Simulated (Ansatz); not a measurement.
Total energies of C₂H₄N₂O (`OC1=NCN1`).

Cartesian coordinates in Å:
```
O -1.656 0.019 -1.162
C -0.552 -0.115 -0.447
N -0.002 -1.139 0.102
C 0.990 -0.174 0.618
N 0.338 0.908 -0.172
H -2.069 -0.852 -1.223
H 2.016 -0.370 0.301
H 0.929 -0.027 1.698
H 0.007 1.749 0.285
```

Total charge 0; spin multiplicity 1. Geometry: relaxed with PBE0-D4/def2-TZVP. It is one conformer, not always the lowest. Basis def2-TZVPP, Ansatz 0.2.0.

RPA on PBE orbitals: Hartree–Fock energy of these orbitals -261.82959 Eh, correlation -1.48405 Eh (frozen core).

```csv
functional,energy without D4 (Eh),D4 term (kJ/mol)
LDA (SPW92),-261.28529,–
PBE,-263.11050,-14.9
revPBE,-263.33631,-56.2
BLYP,-263.33514,-34.4
r2SCAN,-263.26725,-3.6
B97M-V,-263.36921,–
PBE0,-263.11553,-12.3
B3LYP,-263.40775,-23.9
r2SCANh,-263.25166,-3.7
r2SCAN0,-263.22950,-4.1
HSE06 (plane-wave form),-263.10271,-11.2
BHLYP,-263.25411,-15.9
CAM-B3LYP,-263.29502,-12.1
LC-ωPBE,-263.24467,–
ωB97X-V,-263.32720,–
ωB97M-V,-263.32285,–
B2PLYP,-263.20750,–
PBE-QIDH,-263.07268,–
```

B3LYP takes the VWN-RPA correlation (the form of Gaussian; ORCA's B3LYP/G). HSE06 is the plane-wave form, built on full-range PBE exchange. The double hybrids freeze the cores in their second-order part.

LC-ωPBE has ω = 0.4 bohr⁻¹.
